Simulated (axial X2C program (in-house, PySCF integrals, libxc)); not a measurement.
# Potential curves of MgF⁺, two-component

Calculated with an in-house relativistic program for diatomic molecules. Two-component (2c) means X2C with spin–orbit coupling and atomic mean-field two-electron Coulomb and Gaunt terms. Basis: Mg dyall-cv3z [9s8p6d3f], F dyall-av3z [7s6p3d2f] (cores contracted in-house); Gaussian nuclei, density fitting, unrestricted open shells. Masses: Mg 23.985 u, F 18.998 u.

State: Ω = 0 (closed shell). Energies in eV from the fragments at the same level (Mg+ + F). Fits are polynomials in 1 − R0/R over 0.85 to 1.23 times the lowest point R0.

```
 R (Å)      MP2     PW91
1.4755  -3.6110  -3.4619
1.5434  -4.2194  -4.0565
1.5942  -4.4869  -4.3196
1.6451  -4.6335  -4.4662
1.6960  -4.6861  -4.5220
1.7554  -4.6570  -4.5008
1.8147  -4.5554  -4.4107
1.8910  -4.3496  -4.2243
1.9843  -4.0233  -3.9281
2.1200  -3.4725  -3.4320
```

Correlated methods: 8 electrons correlated (number of frozen shells: Mg 2 s, 1 p; F 1 s), 242 virtual spin orbitals or spinors in MP2.

The state is a single determinant with fixed occupations, the lowest that a limited PBE0 search found. Closed shells are restricted here (equal orbitals for both partners); the stretched side of such a curve lies too high. De is counted from the lowest determinant-based energies of the atoms at the same level, without counterpoise correction. The 2c atoms are single determinants rather than J levels; their spin–orbit lowering is only partly caught, and De is too large by that part. This holds for PW91. The functionals have no current-density term, which raises determinants with orbital currents, atoms included. MP2 and coupled cluster on one determinant become unreliable at the stretched end.

What are Re, ωe and De at the MP2 level?

At MP2, 2c: Re = 1.705 Å, ωe ≈ 825 cm⁻¹, De = 4.69 eV to Mg+ + F; Be follows as 0.547 cm⁻¹.

Fit the PW91 curve near its minimum: give the equilibrium distance, the harmonic wavenumber and the well depth.

At PW91, 2c: Re = 1.710 Å, ωe ≈ 797 cm⁻¹, De = 4.52 eV to Mg+ + F; Be follows as 0.544 cm⁻¹.
